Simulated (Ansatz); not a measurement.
A made-up structure of Si$_{2}$NH$_{2}$, doublet:

| atom | x (Å) | y (Å) | z (Å) |
| --- | --- | --- | --- |
| N1 | -0.5033 | -0.6283 | -0.0606 |
| Si2 | 0.0898 | -0.9180 | 1.6923 |
| Si3 | 0.7527 | 0.8253 | 0.0588 |
| H4 | -1.2265 | -1.0625 | -0.7998 |
| H5 | 0.8873 | 1.7835 | -0.8907 |

It is relaxed with PBE-D4/def2-SVP and then PBE0-D4/def2-TZVP (Ansatz 0.2.0). Atoms count as bonded within 1.22 times the sum of their covalent radii (H–H: 0.88 Å). The end point is not checked to be a true minimum.

Does its bonding change? (Judge from chemistry; the calculation decides.)

By the calculation: No: no bond forms or breaks.

Where it ends: The first stage lowers the energy by 1.40 eV in 12 steps. It ends as Si₂NH₂ ([NH]1[Si][SiH]1):
N1  (-0.384, -0.612, -0.084)
Si2  (-0.090, -0.683, 1.594)
Si3  (1.031, 0.457, -0.120)
H4  (-1.109, -0.940, -0.705)
H5  (0.553, 1.778, -0.685)
(Å)

Labels in which every atom is bracketed show which atoms are joined, not bond orders.

For scale, one of the runs: PBE0-D4/def2-TZVP relaxation, 117 basis functions, launched by `ansatz run in.yaml --threads 2 --pin off --events-out ev --progress --plain --max-ram 4352MiB`. Hardware: 2 CPU threads of an Arm Neoverse V2, shared host. Wall time about 19 s.
